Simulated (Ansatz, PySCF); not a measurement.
This PySCF input computes a BLYP/def2-TZVPD energy:

```python
from pyscf import gto, scf, dft

mol = gto.M(
    atom='''
    N    -0.00000000   -0.00000000   -0.56338698
    O     0.00000000    0.00000000    0.49296360
    ''',
    basis='def2-tzvpd',
    charge=1,
    spin=0,
    verbose=4,
)

mf = dft.RKS(mol, xc='blyp').density_fit(auxbasis='def2-universal-jkfit')
mf.grids.level = 3
mf.conv_tol = 1e-9
mf.max_cycle = 100
mf.max_memory = 1500
mf.kernel()
if not mf.converged:
    mf = mf.newton()
    mf.kernel(mf.make_rdm1())
mf.analyze()
```

### Question
Write an input for the same energy in Ansatz (a first-principles code) and say what it gives.

### Answer

Ansatz 0.2 input:
```yaml
crystal:
  periodic: [false, false, false]
  atoms:
    - {symbol: N, position_ang: [-0.00000000, -0.00000000, -0.56338698]}
    - {symbol: O, position_ang: [0.00000000, 0.00000000, 0.49296360]}
basis:
  gaussian:
    orbitals: def2-TZVPD
hamiltonian:
  xc: {name: BLYP}
total_charge: 1
output: {forces: true}
```
It gives -129.59151 Eh, and PySCF -129.59153 Eh, a difference of 0.02 mEh, from the treatment of integrals and grids.
